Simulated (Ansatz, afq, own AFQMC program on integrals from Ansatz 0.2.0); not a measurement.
# Where AFQMC and coupled cluster stand for BH3Cl, doublet

```yaml
atoms:
  - { symbol: Cl, position_ang: [-0.7660, 0.0000, 0.0000] }
  - { symbol: H, position_ang: [0.5128, 0.0000, 0.0000] }
  - { symbol: B, position_ang: [1.9970, 0.0000, 0.0000] }
  - { symbol: H, position_ang: [2.5060, 0.0000, 1.0770] }
  - { symbol: H, position_ang: [2.5060, 0.0000, -1.0770] }
```

Connectivity, by distances: Cl ··· BH2, 1 bridging H.

Basis cc-pVTZ. Noble-gas cores (and the filled d shells of Ga–Kr and In–Xe) are frozen. Ansatz 0.2.0 and our own AFQMC program on the same integrals; the CISD trial comes from CCSD amplitudes, and released means the phaseless constraint is let go. ± is one standard error of the sampling.

Determinant: UHF, the one that the program's search chose, which needn't be the lowest solution. The geometry is a point of a scan.

No full CI on the walks' own integrals is used here. The released AFQMC energy serves as the reference, which it does only where one determinant dominates, the energy is flat over the last release times and near the phaseless one (40 meV or 2 meV an electron, half that with transition metals). On small molecules, where full CI could be run and the noise was under 10 meV, such values lay within 10 meV of it in 19 cases of 20, a flattering rate, since the rule was set on those same cases; what remains of the bias isn't in the error bar.

Cautions: the released value is read at 2.40 1/Eh (meV from the phaseless value at times in 1/Eh: -7 ± 4 at 0.24, -11 ± 4 at 0.51, -14 ± 5 at 0.99, -20 ± 7 at 1.62, -5 ± 10 at 2.40).

```
T1 diagnostic                               : 0.0114
weight of the determinant in the CISD state : 0.873
⟨S²⟩ of the determinant                     : 0.766
size of the correlated space                : 13 electrons in 100 orbitals
```

```tsv
level	correlation energy (eV)
MP2	-8.1338
CCSD	-9.1419
CCSD(T)	-9.4516
```

Question: Estimate where phaseless AFQMC with a CISD trial lies against CCSD(T) on the same integrals.

Answer: 26.6 ± 5.0 meV below CCSD(T).

Reference: AFQMC with the constraint released, correlation energy -9.483 ± 0.010 eV.

```tsv
level	E − E(reference) (meV)	share of correlation (%)
CCSD(T)	31.3 ± 10.0	99.67
ph-AFQMC/CISD	4.7 ± 11.2	99.95
```

A walk keeps the symmetry of its determinant, which the program's search chose and which needn't be the lowest solution, so a lower state of the same spin and another symmetry isn't excluded. Released energies are given only where the last usable release times agree within the noise; a slower fall can still hide under it.
